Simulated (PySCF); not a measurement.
**H2S2 (SMILES SS) at B2PLYP/STO-3G**

Aim: the energy change on altering one bond length of H2S2 at B2PLYP/STO-3G, from 2 runs. 

Program for the calculation: PySCF 2.14.0.

11 further runs of the same task are left out: 11 set aside as unsound or not needed.

## (1) Starting point

H2S2: 4 atoms, total charge 0, spin state singlet. As SMILES, `SS`. Geometry: relaxed at PBE0-D4/def2-TZVP.

Bond lengths: S1–S2 2.046 Å, S1–H3 1.347 Å, S2–H4 1.347 Å. Angles: S1–S2–H4 98.6°, S2–S1–H3 98.6°.

## (2) A single-point energy at B2PLYP/STO-3G

The input, run.py:

```python
# SS
from pyscf import gto, dft, mp

molecule = gto.M(
    atom='S 0.784480 -0.789210 0.166690; S 0.060220 1.121560 0.067360; H -0.225420 -1.352590 0.856880; H -0.619290 1.020250 -1.090950',
    basis='sto-3g',
    verbose=3,
    charge=0,
    max_memory=1860,
)

mf = dft.RKS(molecule)
mf.xc = '0.53*HF + 0.47*B88, 0.73*LYP'
mf.conv_tol = 1e-10
mf.grids.level = 5
mf.kernel()
if not mf.converged:
    mf = mf.newton().run(mf.mo_coeff, mf.mo_occ)

pt = mp.MP2(mf, frozen=10).run()
etot = mf.e_tot + 0.27 * pt.e_corr
print('PT2 part  %.8f' % (0.27 * pt.e_corr))
print(f'total energy: {etot:.8f} hartree')
```

Started as:

```bash
$ OMP_NUM_THREADS=1 python run.py
```

The log of the run:

```text
converged SCF energy = -788.384633953854
E(RMP2) = -788.447393624054  E_corr = -0.0627596702001733
E(SCS-RMP2) = -788.45768870749  E_corr = -0.0730547536361274
PT2 part  -0.01694511
total energy: -788.40157906 hartree
```

It took 2.3 s on 1 thread of Arm Neoverse V1, shared host; peak memory 0.2 GiB.

## (3) The distorted shape

The input, run.py:

```python
from pyscf import gto, dft, mp

mol = gto.M(
    atom='''
S    1.289444  -0.507512  -0.178415
S    0.565184   1.403258  -0.277745
H   -0.225420  -1.352590   0.856880
H   -0.114326   1.301948  -1.436055
''',
    spin=0,
    basis='sto-3g',
    max_memory=1860,
    verbose=3,
)

mf = dft.RKS(mol)
mf.xc = '0.53*HF + 0.47*B88, 0.73*LYP'
mf.conv_tol = 1e-10
mf.grids.level = 5
mf.kernel()
if not mf.converged:
    mf = mf.newton().run(mf.mo_coeff, mf.mo_occ)

pt = mp.MP2(mf, frozen=10).run()
energy = mf.e_tot + 0.27 * pt.e_corr
print('PT2 part  %.8f' % (0.27 * pt.e_corr))
print('E = %.10f Eh' % energy)
```

Started as:

```bash
$ OMP_NUM_THREADS=1 python run.py
```

The log of the run:

```text
converged SCF energy = -788.272756429826
E(RMP2) = -788.383026897477  E_corr = -0.110270467651611
E(SCS-RMP2) = -788.399337765292  E_corr = -0.126581335466365
PT2 part  -0.02977303
E = -788.3025294561 Eh
```

Run time: 2.8 s. Hardware: 1 thread of Arm Neoverse V1, shared host; peak memory 0.2 GiB.

## (4) What came out

At B2PLYP/STO-3G, 10 core orbitals frozen:

| quantity | value |
| --- | --- |
| first shape: total energy | -788.40158 Eh |
| first shape: dipole moment (SCF part) | 1.11 D |
| first shape: HOMO energy (SCF part's orbitals) | -5.22 eV |
| first shape: LUMO energy (SCF part's orbitals) | 6.25 eV |
| first shape: HOMO–LUMO gap (SCF part's orbitals) | 11.47 eV |
| distorted shape: total energy | -788.30253 Eh |
| distorted shape: dipole moment (SCF part) | 0.89 D |
| distorted shape: HOMO energy (SCF part's orbitals) | -5.05 eV |
| distorted shape: LUMO energy (SCF part's orbitals) | 2.68 eV |
| distorted shape: HOMO–LUMO gap (SCF part's orbitals) | 7.73 eV |
| energy change with the S1–H3 bond stretched from 1.347 to 2.020 Å | 2.695 eV |

What this shows: With the S1–H3 bond stretched from 1.347 to 2.020 Å the energy rises by 2.70 eV (260 kJ/mol). The first shape isn't relaxed at this level, so the change isn't measured from a minimum. The minimal basis adds a large error of its own.
